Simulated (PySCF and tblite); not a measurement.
C4H5N, numbered as in [CH2:1]=[CH:2][CH2:3][C:4]#[N:5]. Free energies: PBE0-D3(BJ)/def2-TZVP on PBE0-D3(BJ)/def2-SVP structures plus GFN2-xTB thermal terms, symmetry and mirror images included. Conformers within 4 kcal/mol (GFN2-xTB free energy) were kept, 5 at most. GIAO shieldings: PBE0/pcSseg-1. Shifts are against TMS (¹H), TMS (¹³C), NH3 (¹⁵N) at the same level; of two unlike H on one atom, a is the less shielded. Codes: tblite and PySCF.

Torsions listed: C1–C2–C3–C4. Of a mirror pair one member is shown.

```csv
conformer,shape,point group,mirror pair,ΔE(DFT),Δ(G−E) at 400 K,δ H1a (ppm)
1,0°,Cs,no,0.00,0.00,6.15
2,123°,C1,yes,0.80,0.16,5.54
```

Energies in kcal/mol; the thermal term leaves out symmetry numbers and mirror images.

(1) Work out the weights at 400 K and the ¹H shift of H1a under fast exchange.

Answers

(1) RT = 0.795 kcal/mol. Each conformer gets RT ln(σ/g), with σ the rotational symmetry number and g = 2 for a mirror pair: 1: σ = 1, g = 1, G = 0.00 + 0.00 + 0.00 = 0.00, 0.00 above the lowest, exp(−ΔG/RT) = 1.000; 2: σ = 1, g = 2, G = 0.80 + 0.16 − 0.55 = 0.41, 0.41 above the lowest, exp(−ΔG/RT) = 0.595. The sum is 1.595, so the weights are 62.7, 37.3 %. The averaged shift is 5.92 ppm. At 298.15 K it is 5.97 ppm. At 298.15 K the leading conformer alone gives 6.15 ppm and bare DFT energies give 6.03 ppm.


¹⁵N shifts are against a computed isolated NH3 molecule, about 20 ppm from the liquid.